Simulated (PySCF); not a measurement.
PySCF input (PBE0/aug-cc-pVTZ):

```python
import numpy as np, basis_set_exchange as bse
from pyscf import gto, scf, dft, df

basis = {'C': gto.basis.parse(bse.get_basis('aug-cc-pVTZ', elements=['C'], fmt='nwchem')), 'H': gto.basis.parse(bse.get_basis('aug-cc-pVTZ', elements=['H'], fmt='nwchem'))}
mol = gto.M(
    atom='''
    C     1.28821393    0.13704514    0.01192045
    C     0.00466619    0.47258385    0.00111358
    H     1.60232982   -0.90099925    0.01239769
    H     2.07098219    0.88456380    0.02066987
    H    -0.26121508    1.52666987    0.00110742
    C    -1.13838143   -0.49205935   -0.01137507
    H    -0.78875001   -1.52536103   -0.01056700
    H    -1.78307485   -0.34713453    0.86039285
    H    -1.76726422   -0.34315674   -0.89395457
    ''',
    basis=basis,
    charge=0,
    verbose=4,
    max_memory=8640,
)
mf = dft.RKS(mol, xc='pbe0')
mf.grids.level = 3
mf = mf.density_fit(auxbasis=df.autoaux(mol))
mf.conv_tol = 1e-9
mf.max_cycle = 100
print('smallest overlap eigenvalue', np.linalg.eigvalsh(mol.intor('int1e_ovlp'))[0])
mf.kernel()
dip = mf.dip_moment()
```

Output:

```
PySCF version 2.14.0

[INPUT] verbose = 4
[INPUT] num. atoms = 9
[INPUT] num. electrons = 24
[INPUT] charge = 0
[INPUT] spin (= nelec alpha-beta = 2S) = 0
[INPUT] symmetry False subgroup None
[INPUT] Mole.unit = angstrom
[INPUT] Symbol           X                Y                Z      unit          X                Y                Z       unit  Magmom
[INPUT]  1 C      1.288213930000   0.137045140000   0.011920450000 AA    2.434371517550   0.258977781303   0.022526385782 Bohr   0.0
[INPUT]  2 C      0.004666190000   0.472583850000   0.001113580000 AA    0.008817821145   0.893054047393   0.002104361218 Bohr   0.0
[INPUT]  3 H      1.602329820000  -0.900999250000   0.012397690000 AA    3.027964521024  -1.702641820939   0.023428238677 Bohr   0.0
[INPUT]  4 H      2.070982190000   0.884563800000   0.020669870000 AA    3.913589147952   1.671583321705   0.039060393330 Bohr   0.0
[INPUT]  5 H     -0.261215080000   1.526669870000   0.001107420000 AA   -0.493624960806   2.884987936925   0.002092720505 Bohr   0.0
[INPUT]  6 C     -1.138381430000  -0.492059350000  -0.011375070000 AA   -2.151229127991  -0.929857408532  -0.021495766948 Bohr   0.0
[INPUT]  7 H     -0.788750010000  -1.525361030000  -0.010567000000 AA   -1.490521499648  -2.882514587784  -0.019968735958 Bohr   0.0
[INPUT]  8 H     -1.783074850000  -0.347134530000   0.860392850000 AA   -3.369523126100  -0.655989190080   1.625906846034 Bohr   0.0
[INPUT]  9 H     -1.767264220000  -0.343156740000  -0.893954570000 AA   -3.339645365543  -0.648472256399  -1.689329305103 Bohr   0.0

nuclear repulsion = 70.9006221124775
number of shells = 60
number of NR pGTOs = 324
number of NR cGTOs = 276
basis = {'C': [[0, [8236.0, 0.000531, 0.0, -0.000113, 0.0], [1235.0, 0.004108, 0.0, -0.000878, 0.0], [280.8, 0.021087, 0.0, -0.00454, 0.0], [79.27, 0.081853, 0.0, -0.018133, 0.0], [25.59, 0.234817, 0.0, -0.05576, 0.0], [8.997, 0.434401, 0.0, -0.126895, 0.0], [3.319, 0.346129, 0.0, -0.170352, 0.0], [0.9059, 0.039378, 1.0, 0.140382, 0.0], [0.3643, -0.008983, 0.0, 0.598684, 0.0], [0.1285, 0.002385, 0.0, 0.395389, 1.0]], [0, [0.04402, 1.0]], [1, [18.71, 0.0, 0.014031, 0.0], [4.133, 0.0, 0.086866, 0.0], [1.2, 0.0, 0.290216, 0.0], [0.3827, 1.0, 0.501008, 0.0], [0.1209, 0.0, 0.343406, 1.0]], [1, [0.03569, 1.0]], [2, [1.097, 1.0, 0.0], [0.318, 0.0, 1.0]], [2, [0.1, 1.0]], [3, [0.761, 1.0]], [3, [0.268, 1.0]]], 'H': [[0, [33.87, 0.0, 0.006068, 0.0], [5.095, 0.0, 0.045308, 0.0], [1.159, 0.0, 0.202822, 0.0], [0.3258, 1.0, 0.503903, 0.0], [0.1027, 0.0, 0.383421, 1.0]], [0, [0.02526, 1.0]], [1, [1.407, 1.0, 0.0], [0.388, 0.0, 1.0]], [1, [0.102, 1.0]], [2, [1.057, 1.0]], [2, [0.247, 1.0]]]}
ecp = {}
ETB for C: l = 0, exps = 0.07138 * 1.8^n , n = 0..15
ETB for C: l = 1, exps = 0.07138 * 1.8^n , n = 0..12
ETB for C: l = 2, exps = 0.07138 * 1.8^n , n = 0..11
ETB for C: l = 3, exps = 0.13569 * 2.2^n , n = 0..6
ETB for C: l = 4, exps = 0.2 * 2.2^n , n = 0..4
ETB for H: l = 0, exps = 0.05052 * 1.8^n , n = 0..12
ETB for H: l = 1, exps = 0.12725999999999998 * 2^n , n = 0..5
ETB for H: l = 2, exps = 0.204 * 2.2^n , n = 0..4
ETB for H: l = 3, exps = 0.349 * 2.2^n , n = 0..3
smallest overlap eigenvalue 6.863374064728111e-06

******** <class 'pyscf.df.df_jk.DFRKS'> ********
method = DFRKS
initial guess = minao
damping factor = 0
level_shift factor = 0
DIIS = <class 'pyscf.scf.diis.CDIIS'>
diis_start_cycle = 1
diis_space = 8
diis_damp = 0
SCF conv_tol = 1e-09
SCF conv_tol_grad = None
SCF max_cycles = 100
direct_scf = False
XC library pyscf.dft.libxc version 7.1.2
    S. Lehtola, C. Steigemann, M. J. T. Oliveira, and M. A. L. Marques,  SoftwareX 7, 1–5 (2018)
XC functionals = pbe0
    C. Adamo and V. Barone,  J. Chem. Phys. 110, 6158 (1999)
    M. Ernzerhof and G. E. Scuseria,  J. Chem. Phys. 110, 5029 (1999)
radial grids:
    Treutler-Ahlrichs [JCP 102, 346 (1995); DOI:10.1063/1.469408] (M4) radial grids

becke partition: Becke, JCP 88, 2547 (1988); DOI:10.1063/1.454033
pruning grids: <function nwchem_prune>
grids dens level: 3
symmetrized grids: False
atomic radii adjust function: <function treutler_atomic_radii_adjust>
small_rho_cutoff = 0
Set gradient conv threshold to 3.16228e-05
Initial guess from minao.
tot grids = 101208
******** <class 'pyscf.df.df.DF'> ********
auxbasis = {'C': [[0, [np.float64(481.57520720416113), 1]], [0, [np.float64(267.54178178008954), 1]], [0, [np.float64(148.63432321116085), 1]], [0, [np.float64(82.57462400620048), 1]], [0, [np.float64(45.87479111455581), 1]], [0, [np.float64(25.485995063642118), 1]], [0, [np.float64(14.158886146467843), 1]], [0, [np.float64(7.866047859148802), 1]], [0, [np.float64(4.370026588416001), 1]], [0, [np.float64(2.4277925491200003), 1]], [0, [np.float64(1.3487736384000002), 1]], [0, [np.float64(0.749318688), 1]], [0, [np.float64(0.4162881600000001), 1]], [0, [np.float64(0.2312712), 1]], [0, [np.float64(0.12848400000000001), 1]], [0, [np.float64(0.07138), 1]], [1, [np.float64(82.57462400620048), 1]], [1, [np.float64(45.87479111455581), 1]], [1, [np.float64(25.485995063642118), 1]], [1, [np.float64(14.158886146467843), 1]], [1, [np.float64(7.866047859148802), 1]], [1, [np.float64(4.370026588416001), 1]], [1, [np.float64(2.4277925491200003), 1]], [1, [np.float64(1.3487736384000002), 1]], [1, [np.float64(0.749318688), 1]], [1, [np.float64(0.4162881600000001), 1]], [1, [np.float64(0.2312712), 1]], [1, [np.float64(0.12848400000000001), 1]], [1, [np.float64(0.07138), 1]], [2, [np.float64(45.87479111455581), 1]], [2, [np.float64(25.485995063642118), 1]], [2, [np.float64(14.158886146467843), 1]], [2, [np.float64(7.866047859148802), 1]], [2, [np.float64(4.370026588416001), 1]], [2, [np.float64(2.4277925491200003), 1]], [2, [np.float64(1.3487736384000002), 1]], [2, [np.float64(0.749318688), 1]], [2, [np.float64(0.4162881600000001), 1]], [2, [np.float64(0.2312712), 1]], [2, [np.float64(0.12848400000000001), 1]], [2, [np.float64(0.07138), 1]], [3, [np.float64(15.384519173760008), 1]], [3, [np.float64(6.9929632608000025), 1]], [3, [np.float64(3.178619664000001), 1]], [3, [np.float64(1.4448271200000005), 1]], [3, [np.float64(0.6567396000000001), 1]], [3, [np.float64(0.29851800000000006), 1]], [3, [np.float64(0.13569), 1]], [4, [np.float64(4.685120000000001), 1]], [4, [np.float64(2.129600000000001), 1]], [4, [np.float64(0.9680000000000002), 1]], [4, [np.float64(0.44000000000000006), 1]], [4, [np.float64(0.2), 1]]], 'H': [[0, [np.float64(58.443121389650436), 1]], [0, [np.float64(32.46840077202801), 1]], [0, [np.float64(18.038000428904454), 1]], [0, [np.float64(10.021111349391363), 1]], [0, [np.float64(5.567284082995202), 1]], [0, [np.float64(3.0929356016640006), 1]], [0, [np.float64(1.7182975564800003), 1]], [0, [np.float64(0.9546097536000001), 1]], [0, [np.float64(0.530338752), 1]], [0, [np.float64(0.29463264000000006), 1]], [0, [np.float64(0.16368480000000002), 1]], [0, [np.float64(0.090936), 1]], [0, [np.float64(0.05052), 1]], [1, [np.float64(4.0723199999999995), 1]], [1, [np.float64(2.0361599999999997), 1]], [1, [np.float64(1.0180799999999999), 1]], [1, [np.float64(0.5090399999999999), 1]], [1, [np.float64(0.25451999999999997), 1]], [1, [np.float64(0.12725999999999998), 1]], [2, [np.float64(4.778822400000001), 1]], [2, [np.float64(2.1721920000000003), 1]], [2, [np.float64(0.9873600000000001), 1]], [2, [np.float64(0.44880000000000003), 1]], [2, [np.float64(0.204), 1]], [3, [np.float64(3.716152000000001), 1]], [3, [np.float64(1.6891600000000002), 1]], [3, [np.float64(0.7678), 1]], [3, [np.float64(0.349), 1]]]}
init E= -117.8777292083
  HOMO = -0.311573493099026  LUMO = -0.0680303715469712  gap/eV = 6.62715
cycle= 1 E= -117.765899828021  delta_E= 0.112  |g|= 0.332  |ddm|= 6.19
  HOMO = -0.210342860848716  LUMO = 0.00705705290085808  gap/eV = 5.91575
cycle= 2 E= -117.763167062986  delta_E= 0.00273  |g|= 0.352  |ddm|= 1.37
  HOMO = -0.272490121610257  LUMO = 0.00135007011057803  gap/eV = 7.45157
cycle= 3 E= -117.795961283785  delta_E= -0.0328  |g|= 0.014  |ddm|= 0.658
  HOMO = -0.271132407093287  LUMO = 0.00132676066413175  gap/eV = 7.41399
cycle= 4 E= -117.796001076546  delta_E= -3.98e-05  |g|= 0.00655  |ddm|= 0.0422
  HOMO = -0.271580690131348  LUMO = 0.00141590265381543  gap/eV = 7.42862
cycle= 5 E= -117.796010513557  delta_E= -9.44e-06  |g|= 0.00252  |ddm|= 0.0149
  HOMO = -0.271465821516596  LUMO = 0.00139969897273134  gap/eV = 7.42505
cycle= 6 E= -117.796011979571  delta_E= -1.47e-06  |g|= 0.000808  |ddm|= 0.00456
  HOMO = -0.27143578784165  LUMO = 0.00140607701420293  gap/eV = 7.42441
cycle= 7 E= -117.796012125148  delta_E= -1.46e-07  |g|= 0.000248  |ddm|= 0.00138
  HOMO = -0.271450628542262  LUMO = 0.00140582141265684  gap/eV = 7.42480
cycle= 8 E= -117.79601213969  delta_E= -1.45e-08  |g|= 3.2e-05  |ddm|= 0.000452
  HOMO = -0.271448424754485  LUMO = 0.00140606712571842  gap/eV = 7.42475
cycle= 9 E= -117.796012139971  delta_E= -2.81e-10  |g|= 4.15e-06  |ddm|= 6.21e-05
  HOMO = -0.271449186169729  LUMO = 0.00140610187631321  gap/eV = 7.42477
Extra cycle  E= -117.796012139971  delta_E= -3.69e-13  |g|= 4.39e-06  |ddm|= 1.83e-05
converged SCF energy = -117.796012139971
Dipole moment(X, Y, Z, Debye): -0.42472, -0.05334, -0.00394
```
